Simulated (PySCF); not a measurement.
CH₄O, SMILES CO (connectivity only; charge and spin as stated), charge +1, multiplicity 2. Atoms are numbered in the order given.

```xyz
6

C      0.0169    -0.6366     0.0000
O      0.1259     0.7166     0.0000
H     -0.6784    -0.9921     0.8311
H      1.0020    -1.1104     0.0000
H     -0.6784    -0.9921    -0.8311
H     -0.7540     1.1813     0.0000
```
Charge +1, spin multiplicity 2.

Geometry optimised at PBE-D3(BJ)/def2-TZVP. The spin state was assumed, not searched.

All values below come from M06-2X/def2-TZVPD in PySCF.

Mulliken values depend strongly on the basis, most of all with diffuse functions as here. ESP charges are fitted to the potential on shells at 1.4 to 2.0 van der Waals radii. Atomic charges (e):

| atom | Mulliken | ESP fit | meta-Löwdin | Mulliken spin |
|---|---|---|---|---|
| C1 | -0.33 | -0.14 | -0.07 | 0.06 |
| O2 | -0.15 | -0.06 | -0.07 | 0.65 |
| H3 | 0.36 | 0.25 | 0.25 | 0.15 |
| H4 | 0.29 | 0.25 | 0.21 | -0.01 |
| H5 | 0.36 | 0.25 | 0.25 | 0.15 |
| H6 | 0.47 | 0.46 | 0.43 | -0.01 |
